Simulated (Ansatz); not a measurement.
System: α-phase Ga. Method: r²SCAN in Ansatz (plane waves, PAW).

Run with plane-wave cutoff 560 eV, 14×14×12 k mesh (along the axes of the cell as run), Fermi–Dirac smearing 0.05 eV, scalar-relativistic PAW data made under PBE.

The volume scan:

| V (Å³/atom) | E − E_lowest (meV/atom) | P (GPa) |
|---|---|---|
| 18.427 | 6.60 | 2.869 |
| 18.811 | 1.58 | 1.349 |
| 19.195 | 0.00 | -0.003 |
| 19.579 | 1.47 | -1.198 |
| 19.963 | 5.63 | -2.253 |

Question: Estimate the bulk modulus from the pressures at 18.811 and 19.579 Å³/atom, and compare it with a fit to all energies.

Answer: B = −V dP/dV. Between V = 18.811 and 19.579 Å³/atom, dP/dV = (-1.198 − (1.349))/(19.579 − 18.811) = -3.32 GPa per Å³/atom; at the midpoint 19.195 Å³/atom this gives B ≈ 63.7 GPa. The third-order Birch–Murnaghan fit gives V0 = 19.195 Å³/atom, B0 = 63.4 GPa, B′ = 5.1, which lies within 1 % of that estimate.

Shape and atoms are relaxed at each volume.

Note: the bulk modulus comes from volumes at which shape and atoms were relaxed.

The computed numbers hold no vibrational or temperature effects.

The result took roughly 40 core-minutes.

Ansatz is a quantum-chemistry and plane-wave program.
